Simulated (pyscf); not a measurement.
**Four-centre exchange: HO–B(F)–F + HF -> HO–B(F)–F + HF**

Gas phase, singlet surface, charge 0. Bonds broken: O1–H7, H5–F6. Bonds formed: O1–H5, F6–H7. Structures and frequencies: ωB97X-D3(BJ)/def2-SVP in PySCF. MP2 and CC: frozen core, UHF for open shells. ΔMP2 is the change of the MP2 total energy from the triple- to the quadruple-zeta basis.

Transition state (Å):

```xyz
7

O     -0.5934     0.1674    -0.5867
B     -1.4107    -0.8061    -0.1224
F     -1.1627    -2.0787    -0.3881
F     -2.4841    -0.5011     0.5890
H     -0.1192     1.1944    -0.1831
F      1.0679     1.3955    -0.3099
H      0.5868     0.3564    -0.7039
```

One imaginary mode, 2202i cm⁻¹; descent along it reached the two sides named, in the forms told below.

| bond | change | reactant side (Å) | saddle | product side |
|---|---|---|---|---|
| O1–H7 | breaks | 0.967 | 1.201 | 2.338 |
| H5–F6 | breaks | 0.929 | 1.211 | 1.990 |
| O1–H5 | forms | 1.966 | 1.201 | 0.968 |
| F6–H7 | forms | 2.300 | 1.211 | 0.928 |

Electronic energies relative to the separated reactants (kcal/mol):

```tsv
level	barrier	reaction energy	reverse barrier
ωB97X-D3(BJ)/def2-TZVP	39.3	0.0	39.3
PBE/def2-TZVP	30.6	0.0	30.6
r²SCAN/def2-TZVP	34.2	0.0	34.2
B3LYP-D3(BJ)/def2-TZVP	37.1	0.0	37.1
PBE0-D3(BJ)/def2-TZVP	36.0	0.0	36.0
M06-2X/def2-TZVP	38.1	0.0	38.1
ωB97M-D3(BJ)/def2-TZVP	38.5	0.0	38.5
HF/def2-TZVP	58.3	0.0	58.3
MP2/def2-QZVPP	40.8	0.0	40.8
CCSD/def2-TZVPP	45.4	0.0	45.4
CCSD(T)/def2-TZVPP	42.4	0.0	42.4
CCSD(T)/def2-TZVPP + ΔMP2(QZVPP)	42.8	0.0	42.8
```

With CCSD(T)/def2-TZVPP + ΔMP2(QZVPP) energies and thermal terms (ideal gas, 1 atm, RRHO with modes under 100 cm⁻¹ raised to 100, one conformer, R ln 2 for chiral ones without a mode under 150 cm⁻¹), in kcal/mol:

```json
[
 {"T (K)": "298", "ΔH‡": "40.0", "ΔG‡": "49.3", "ΔH": "0.0", "ΔG": "0.0"},
 {"T (K)": "600", "ΔH‡": "39.6", "ΔG‡": "58.8", "ΔH": "0.0", "ΔG": "0.0"},
 {"T (K)": "900", "ΔH‡": "39.8", "ΔG‡": "68.4", "ΔH": "0.0", "ΔG": "0.0"},
 {"T (K)": "1200", "ΔH‡": "40.3", "ΔG‡": "77.8", "ΔH": "0.0", "ΔG": "0.0"}
]
```

On the reactant side the descent ends in a complex, 4.5 kcal/mol under the separated species and 43.8 kcal/mol under the saddle at ωB97X-D3(BJ)/def2-TZVP. On the product side the descent ends in a complex (not fully relaxed), 4.0 kcal/mol under the separated species and 43.3 kcal/mol under the saddle at ωB97X-D3(BJ)/def2-TZVP. The same reactants have a lower exit, to F–B(F)–F + H₂O (barrier +12.8 kcal/mol at ωB97M-D3(BJ), against +38.5 kcal/mol here). One saddle was located; it need not be the lowest between these sides. The CCSD(T) − MP2 part came from Ansatz, without density fitting, on the same reference.
